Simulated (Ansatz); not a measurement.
Results of r²SCAN+rVV10 in Ansatz (plane waves, PAW) for hcp Hf.

From the output:

```
Crystal: 2 atoms, lattice volume = 44.176 Å³
Basis set: ecut = 560 eV, 1351 PW (Γ), exchange–correlation on 75×75×120 points (27 copies of the dense FFT grid, shifted against one another)
Bands: 32, of which v1, the nominal top of the filled ones, is band 26 counted from 1 (25 counted from 0)
Symmetry: 24 space group operations
Space group: P63/mmc (ITA 194), of the structure as read, at distance tolerance 3.5e-5 Å
k-points: 259 of 3888
Functional: x = r2scan, c = r2scan + rvv10(b = 11.95, C = 0.0093); τ floored in thin density (d = 2e-4 eV/Å³)
SCF iter   1: F=—  HF=-31460.524760 eV  |F-HF|=—  |Δ(HF+E_count)|=         —  Δρ=8.59e-3  dr2=1.66e-2  dr2_τ=3.37e-2
SCF iter   2: F=—  HF=-31460.544467 eV  |F-HF|=—  |Δ(HF+E_count)|=   1.97e-2  Δρ=4.28e-3  dr2=5.41e-3  dr2_τ=1.59e-3
  ...
SCF iter   8: F=—  HF=-31460.545775 eV  |F-HF|=—  |Δ(HF+E_count)|=   1.23e-8  Δρ=3.13e-6  dr2=4.02e-9  dr2_τ=6.91e-10
SCF iter   9: F=-31460.545775 eV  HF=-31460.545775 eV  |F-HF|=6.18e-11  |Δ(HF+E_count)|=  9.93e-10  Δρ=4.38e-7  dr2=9.74e-11  dr2_τ=5.69e-12
SCF 1 converged in 9 iterations: F = -31460.545775 eV  dr2 = 9.74e-11
SCF converged after 9 iterations
Free energy (F): -31460.545775 eV
Internal energy: -31460.535320 eV  (E = F + TS)
E sigma→0 (E₀):  -31460.540547 eV
Fermi energy:    20.096493 eV
--- Forces (eV/Å), atoms counted from 1 ---
  atom   1  Hf    -0.00000000    -0.00000000     0.00000000
  atom   2  Hf     0.00000000     0.00000000     0.00000000
--- Stress (GPa, compression-positive) ---
        0.007063      -0.000000       0.000000
       -0.000000       0.007063       0.000000
        0.000000       0.000000      -0.002960
  P = ⅓ Tr σ = 0.0037 GPa (0.037 kbar)
```

**Question.** Write an input file that could have produced this run (the log leaves some choices open).

**Answer.** This is not unique; one that fits is 
Ansatz 0.2 input:
```yaml
crystal:
  lattice:
    - [1.593106607, -2.7593415851, 0.0]
    - [1.593106607, 2.7593415851, 0.0]
    - [0.0, 0.0, 5.024640847]
  atoms:
    - { symbol: Hf, position: [0.3333333333, 0.6666666667, 0.25] }
    - { symbol: Hf, position: [0.6666666667, 0.3333333333, 0.75] }
basis:
  ecutwfc: 560
  ecutrho_ratio: 4
  xc_grid: 3
kpoints:
  mp_grid: { grid: [18, 18, 12] }
hamiltonian:
  xc: r2scan
  dispersion: rvv10
  pseudopotentials: { kind: paw }
scf:
  occupations: { method: fermi_dirac, width: 0.05 }
  convergence: { dr2_threshold: 0.0000000002 }
output:
  forces: true
  stress: true
  eigenvalues: true
```

The PAW data were made under PBE.

Ansatz is a first-principles code.
